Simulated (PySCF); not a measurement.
Which is lower?

The two ends of one reaction step of BNH₃F, closed shell (PBE0-D4/def2-TZVP).

A:

```xyz
6
angstrom
B -0.1997 0.5324 -0.3488
F 0.1455 1.7426 0.1040
N 0.2088 -0.5962 0.3513
H 0.7588 -0.5482 1.1927
H -0.8537 0.4518 -1.3473
H -0.0234 -1.5267 0.0553
```

B:

B1  (-0.603, -0.218, -0.966)
F2  (0.903, 1.483, 1.319)
N3  (-0.014, -0.809, -0.049)
H4  (0.580, 0.749, 0.835)
H5  (-1.140, 0.397, -1.804)
H6  (0.382, -1.476, 0.574)
(Å)

Program: PySCF 2.14 with density fitting (its default auxiliary sets; JK sets also for MP2 and CCSD(T)). Basis: def2-TZVPP. Cores are frozen in the correlated methods. B3LYP uses VWN-RPA correlation.

Task: Which structure is lower at CCSD(T), and by how much? (An estimate is asked for; the value comes from the calculation.)

Result: Computed: A, by 250.8 kJ/mol (electronic energy, against the other). By their contacts, A is BNH₃F ([NH2][BH][F]) and B is a complex of BNH₂ ([BH][NH]) + HF.

All methods give the same order:

```json
{"method": "SPW92", "E(B) − E(A) (kJ/mol)": "270.1"}
{"method": "PBE-D4", "E(B) − E(A) (kJ/mol)": "249.8"}
{"method": "r2SCAN-D4", "E(B) − E(A) (kJ/mol)": "264.4"}
{"method": "PBE0-D4", "E(B) − E(A) (kJ/mol)": "264.4"}
{"method": "B3LYP-D4", "E(B) − E(A) (kJ/mol)": "252.2"}
{"method": "BHLYP-D4", "E(B) − E(A) (kJ/mol)": "270.3"}
{"method": "wB97M-V", "E(B) − E(A) (kJ/mol)": "257.5"}
{"method": "HF", "E(B) − E(A) (kJ/mol)": "279.4"}
{"method": "MP2", "E(B) − E(A) (kJ/mol)": "246.9"}
{"method": "CCSD", "E(B) − E(A) (kJ/mol)": "257.0"}
{"method": "CCSD(T)", "E(B) − E(A) (kJ/mol)": "250.8"}
```

The T1 diagnostic stays at or below 0.014.

Labels in which every atom is bracketed show which atoms are joined, not bond orders.

For scale, one of the runs: CCSD(T)/def2-TZVPP, 135 basis functions, launched by `OMP_NUM_THREADS=4 python run.py`. Time: 57 s of wall clock on 4 CPU threads of an Arm Neoverse V1; the host was shared. Peak host memory: 0.77 GiB.
